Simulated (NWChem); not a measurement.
Program: NWChem. System: hydrogen fluoride (HF), charge 0, spin multiplicity 1, at a geometry optimised with B3LYP/def2-SVP. Level: TD-PBE0/6-31G* (spherical d).

The NWChem input:

```
start mol
memory heap 200 mb stack 900 mb global 1100 mb
geometry units angstroms nocenter noautoz noautosym
  F      0.000000     0.000000     0.092475
  H      0.000000     0.000000    -0.832277
end
basis spherical
  * library 6-31g*
end
dft
  xc pbe0
  semidirect memsize 60000000 filesize 0
  iterations 100
end
tddft
  rpa
  nroots 10
  notriplet
end
task tddft energy
```

Output (cleaned and shortened):

```
             Northwest Computational Chemistry Package (NWChem) 7.3.0
             --------------------------------------------------------

                                NWChem Input Module
                                -------------------

 Scaling coordinates for geometry "geometry" by  1.889725989
 (inverse scale =  0.529177249)

                             Geometry "geometry" -> ""
                             -------------------------

 Output coordinates in angstroms (scale by  1.889725989 to convert to a.u.)

  No.       Tag          Charge          X              Y              Z
 ---- ---------------- ---------- -------------- -------------- --------------
    1 F                    9.0000     0.00000000     0.00000000     0.09247500
    2 H                    1.0000     0.00000000     0.00000000    -0.83227700

 Effective nuclear repulsion energy (a.u.)       5.1501324041

            Nuclear Dipole moment (a.u.)
            ----------------------------
        X                 Y               Z
 ---------------- ---------------- ----------------
     0.0000000000     0.0000000000    -0.0000037795


 Summary of "ao basis" -> "" (spherical)
 ------------------------------------------------------------------------------
       Tag                 Description            Shells   Functions and Types
 ---------------- ------------------------------  ------  ---------------------
 *                           6-31g*                   on all atoms

                                 NWChem DFT Module
                                 -----------------

 Summary of "ao basis" -> "ao basis" (spherical)
 ------------------------------------------------------------------------------
       Tag                 Description            Shells   Functions and Types
 ---------------- ------------------------------  ------  ---------------------
 F                           6-31g*                  6       14   3s2p1d
 H                           6-31g*                  2        2   2s

 Summary of "ao basis" -> "ao basis" (spherical)
 ------------------------------------------------------------------------------
       Tag                 Description            Shells   Functions and Types
 ---------------- ------------------------------  ------  ---------------------
 F                           6-31g*                  6       14   3s2p1d
 H                           6-31g*                  2        2   2s

            General Information
            -------------------
          SCF calculation type: DFT
          Wavefunction type:  closed shell.
          No. of atoms     :     2
          No. of electrons :    10
           Alpha electrons :     5
            Beta electrons :     5
          Charge           :     0
          Spin multiplicity:     1
          Use of symmetry is: off; symmetry adaption is: off
          Maximum number of iterations: 100
          AO basis - number of functions:    16
                     number of shells:     8
          Convergence on energy requested:  1.00D-06
          Convergence on density requested:  1.00D-05
          Convergence on gradient requested:  5.00D-04

              XC Information
              --------------
                         PBE0 Method XC Functional
                     Hartree-Fock (Exact) Exchange  0.250
          PerdewBurkeErnzerhof Exchange Functional  0.750
            Perdew 1991 LDA Correlation Functional  1.000 local
           PerdewBurkeErnz. Correlation Functional  1.000 non-local

             Grid Information
             ----------------
          Grid used for XC integration:  medium
          Radial quadrature: Mura-Knowles
          Angular quadrature: Lebedev.
          Tag              B.-S. Rad. Rad. Pts. Rad. Cut. Ang. Pts.
          ---              ---------- --------- --------- ---------
          F                   0.50       49           5.0       434
          H                   0.35       45           4.0       434
          Grid pruning is: on
          Number of quadrature shells:    94
          Spatial weights used:  Erf1

          Convergence Information
          -----------------------
          Convergence aids based upon iterative change in
          total energy or number of iterations.
          Levelshifting, if invoked, occurs when the
          HOMO/LUMO gap drops below (HL_TOL):  1.00D-02
          DIIS, if invoked, will attempt to extrapolate
          using up to (NFOCK): 10 stored Fock matrices.

                    Damping( 0%)  Levelshifting(0.5)       DIIS
                  --------------- ------------------- ---------------
          dE  on:    start            ASAP                start
          dE off:    2 iters        100 iters           100 iters

      Screening Tolerance Information
      -------------------------------
          Density screening/tol_rho:  1.00D-10
          AO Gaussian exp screening on grid/accAOfunc:  14
          CD Gaussian exp screening on grid/accCDfunc:  20
          XC Gaussian exp screening on grid/accXCfunc:  20
          Schwarz screening/accCoul:  1.00D-08

      Superposition of Atomic Density Guess
      -------------------------------------

 Sum of atomic energies:         -99.87056456

      Non-variational initial energy
      ------------------------------

 Total energy =     -99.847121
 1-e energy   =    -149.591002
 2-e energy   =      44.593749
 HOMO         =      -0.634113
 LUMO         =       0.134775

------------------------------------------------------------
EAF file 0: "./mol.aoints.0" size=524288 bytes
------------------------------------------------------------
[...]
     Transition Moments    X -0.11839   Y  0.17797   Z  0.00000
     Transition Moments   XX -0.00000  XY -0.00000  XZ  0.04524
     Transition Moments   YY -0.00000  YZ -0.06800  ZZ -0.00000
     Dipole Oscillator Strength                    0.0117417128
     Electric Quadrupole                           0.0000000020
     Magnetic Dipole                               0.0000002574
     Total Oscillator Strength                     0.0117419722

          sigma_e =   1.2004 Angstrom
          sigma_h =   0.6592 Angstrom
         |d_h->e| =   1.0399 Angstrom
            d_exc =   1.7205 Angstrom
            d_CD1 =   1.5811 Angstrom
            d_CD2 =   0.1101 Angstrom
            d_CD3 =   2.7604 Angstrom
     Pearson C.C. =  -0.0020

     Occ.    4  a   ---  Virt.    6  a   -0.98871 X
     Occ.    5  a   ---  Virt.    6  a   -0.14697 X
  ----------------------------------------------------------------------------
  Root   3 singlet a              0.576981247 a.u.               15.7005 eV
  ----------------------------------------------------------------------------
     Transition Moments    X  0.00000   Y -0.00000   Z -0.88325
     Transition Moments   XX  0.13864  XY -0.00000  XZ  0.00000
     Transition Moments   YY  0.13864  YZ -0.00000  ZZ  1.31375
     Dipole Oscillator Strength                    0.3000774383
     Electric Quadrupole                           0.0000004708
     Magnetic Dipole                               0.0000000000
     Total Oscillator Strength                     0.3000779091

          sigma_e =   1.2603 Angstrom
          sigma_h =   0.7585 Angstrom
         |d_h->e| =   1.0177 Angstrom
            d_exc =   1.7773 Angstrom
            d_CD1 =   1.5195 Angstrom
            d_CD2 =   0.0084 Angstrom
            d_CD3 =   2.7950 Angstrom
     Pearson C.C. =   0.0213

     Occ.    3  a   ---  Virt.    6  a    0.99659 X
     Occ.    3  a   ---  Virt.    7  a   -0.05322 X
     Occ.    4  a   ---  Virt.    8  a    0.05511 X
     Occ.    5  a   ---  Virt.    9  a    0.05511 X
  ----------------------------------------------------------------------------
  Root   4 singlet a              1.114681536 a.u.               30.3320 eV
  ----------------------------------------------------------------------------
     Transition Moments    X -0.13706   Y -0.26356   Z -0.00000
     Transition Moments   XX  0.00000  XY -0.00000  XZ  0.03325
     Transition Moments   YY  0.00000  YZ  0.06393  ZZ  0.00000
     Dipole Oscillator Strength                    0.0655823342
     Electric Quadrupole                           0.0000000383
     Magnetic Dipole                               0.0000007238
     Total Oscillator Strength                     0.0655830963

          sigma_e =   0.9834 Angstrom
          sigma_h =   0.6593 Angstrom
         |d_h->e| =   0.7467 Angstrom
            d_exc =   1.3994 Angstrom
            d_CD1 =   1.0708 Angstrom
            d_CD2 =  -0.0747 Angstrom
            d_CD3 =   2.1461 Angstrom
     Pearson C.C. =   0.0008

     Occ.    4  a   ---  Virt.    7  a   -0.34835 X
     Occ.    5  a   ---  Virt.    7  a   -0.93489 X
  ----------------------------------------------------------------------------
  Root   5 singlet a              1.114681536 a.u.               30.3320 eV
  ----------------------------------------------------------------------------
     Transition Moments    X  0.26356   Y -0.13706   Z -0.00000
     Transition Moments   XX  0.00000  XY -0.00000  XZ -0.06393
     Transition Moments   YY  0.00000  YZ  0.03325  ZZ  0.00000
     Dipole Oscillator Strength                    0.0655823342
     Electric Quadrupole                           0.0000000383
     Magnetic Dipole                               0.0000007238
     Total Oscillator Strength                     0.0655830963

          sigma_e =   0.9834 Angstrom
          sigma_h =   0.6593 Angstrom
         |d_h->e| =   0.7467 Angstrom
            d_exc =   1.3994 Angstrom
            d_CD1 =   1.0708 Angstrom
            d_CD2 =  -0.0747 Angstrom
            d_CD3 =   2.1461 Angstrom
     Pearson C.C. =   0.0008

     Occ.    4  a   ---  Virt.    7  a   -0.93489 X
     Occ.    5  a   ---  Virt.    7  a    0.34835 X
  ----------------------------------------------------------------------------
  Root   6 singlet a              1.222707406 a.u.               33.2716 eV
  ----------------------------------------------------------------------------
     Transition Moments    X  0.00000   Y -0.00000   Z  0.19709
     Transition Moments   XX -0.06061  XY  0.00000  XZ  0.00000
     Transition Moments   YY -0.06061  YZ -0.00000  ZZ -0.69505
     Dipole Oscillator Strength                    0.0316626396
     Electric Quadrupole                           0.0000013061
     Magnetic Dipole                               0.0000000000
     Total Oscillator Strength                     0.0316639457

          sigma_e =   1.2334 Angstrom
          sigma_h =   0.6138 Angstrom
         |d_h->e| =   0.8793 Angstrom
            d_exc =   1.6488 Angstrom
            d_CD1 =   1.4990 Angstrom
            d_CD2 =  -0.0443 Angstrom
            d_CD3 =   2.5281 Angstrom
     Pearson C.C. =  -0.0310

     Occ.    2  a   ---  Virt.    6  a    0.98670 X
     Occ.    4  a   ---  Virt.    8  a   -0.10240 X
     Occ.    5  a   ---  Virt.    9  a   -0.10240 X
  ----------------------------------------------------------------------------
  Root   7 singlet a              1.345068906 a.u.               36.6012 eV
  ----------------------------------------------------------------------------
     Transition Moments    X  0.00000   Y -0.00000   Z -0.46206
     Transition Moments   XX -0.42396  XY  0.00000  XZ  0.00000
     Transition Moments   YY -0.42396  YZ -0.00000  ZZ  0.22045
     Dipole Oscillator Strength                    0.1914453377
     Electric Quadrupole                           0.0000017938
     Magnetic Dipole                               0.0000000000
     Total Oscillator Strength                     0.1914471315

          sigma_e =   0.9576 Angstrom
          sigma_h =   0.7522 Angstrom
         |d_h->e| =   0.6527 Angstrom
            d_exc =   1.3879 Angstrom
            d_CD1 =   0.8581 Angstrom
            d_CD2 =  -0.2022 Angstrom
            d_CD3 =   2.0406 Angstrom
     Pearson C.C. =  -0.0121

     Occ.    3  a   ---  Virt.    7  a    0.96193 X
     Occ.    4  a   ---  Virt.    8  a    0.17524 X
     Occ.    4  a   ---  Virt.   12  a   -0.07891 X
     Occ.    5  a   ---  Virt.    9  a    0.17524 X
     Occ.    5  a   ---  Virt.   13  a    0.07891 X
  ----------------------------------------------------------------------------
  Root   8 singlet a              1.435740450 a.u.               39.0685 eV
  ----------------------------------------------------------------------------
     Transition Moments    X  0.00000   Y  0.00000   Z -0.00000
     Transition Moments   XX -0.00000  XY  0.00000  XZ -0.00000
     Transition Moments   YY  0.00000  YZ -0.00000  ZZ -0.00000
     Dipole Oscillator Strength                    0.0000000000
     Electric Quadrupole                           0.0000000000
     Magnetic Dipole                               0.0000000000
     Total Oscillator Strength                     0.0000000000

          sigma_e =   0.9261 Angstrom
          sigma_h =   0.6592 Angstrom
         |d_h->e| =   0.0059 Angstrom
            d_exc =   1.1368 Angstrom
            d_CD1 =   0.2728 Angstrom
            d_CD2 =  -0.7868 Angstrom
            d_CD3 =   1.1426 Angstrom
     Pearson C.C. =   0.0000

     Occ.    4  a   ---  Virt.    9  a    0.70715 X
     Occ.    5  a   ---  Virt.    8  a   -0.70715 X
  ----------------------------------------------------------------------------
  Root   9 singlet a              1.443765870 a.u.               39.2869 eV
  ----------------------------------------------------------------------------
     Transition Moments    X  0.00000   Y  0.00000   Z -0.00000
     Transition Moments   XX  0.62482  XY  0.00123  XZ -0.00000
     Transition Moments   YY -0.62482  YZ -0.00000  ZZ -0.00000
     Dipole Oscillator Strength                    0.0000000000
     Electric Quadrupole                           0.0000062565
     Magnetic Dipole                               0.0000000000
     Total Oscillator Strength                     0.0000062565

          sigma_e =   0.9261 Angstrom
          sigma_h =   0.6592 Angstrom
         |d_h->e| =   0.0053 Angstrom
            d_exc =   1.1343 Angstrom
            d_CD1 =   0.2722 Angstrom
            d_CD2 =  -0.7873 Angstrom
            d_CD3 =   1.1396 Angstrom
     Pearson C.C. =   0.0046

     Occ.    4  a   ---  Virt.    8  a    0.07248 X
     Occ.    4  a   ---  Virt.    9  a    0.70332 X
     Occ.    5  a   ---  Virt.    8  a    0.70332 X
     Occ.    5  a   ---  Virt.    9  a   -0.07248 X
  ----------------------------------------------------------------------------
  Root  10 singlet a              1.443765920 a.u.               39.2869 eV
  ----------------------------------------------------------------------------
     Transition Moments    X -0.00000   Y  0.00000   Z  0.00000
     Transition Moments   XX -0.00123  XY  0.62482  XZ  0.00000
     Transition Moments   YY  0.00123  YZ -0.00000  ZZ  0.00000
     Dipole Oscillator Strength                    0.0000000000
     Electric Quadrupole                           0.0000062565
     Magnetic Dipole                               0.0000000000
     Total Oscillator Strength                     0.0000062565

          sigma_e =   0.9261 Angstrom
          sigma_h =   0.6592 Angstrom
         |d_h->e| =   0.0053 Angstrom
            d_exc =   1.1343 Angstrom
            d_CD1 =   0.2722 Angstrom
            d_CD2 =  -0.7873 Angstrom
            d_CD3 =   1.1396 Angstrom
     Pearson C.C. =   0.0046

     Occ.    4  a   ---  Virt.    8  a    0.70332 X
     Occ.    4  a   ---  Virt.    9  a   -0.07248 X
     Occ.    5  a   ---  Virt.    8  a   -0.07248 X
     Occ.    5  a   ---  Virt.    9  a   -0.70332 X

              Target root =      1
          Target symmetry = none
      Ground state energy =   -100.323259618923
        Excitation energy =      0.385496134230
     Excited state energy =    -99.937763484693

  stored tddft:energy   -99.937763484692638

 Task  times  cpu:        1.1s     wall:        1.1s

 Total times  cpu:        1.1s     wall:        1.1s
```
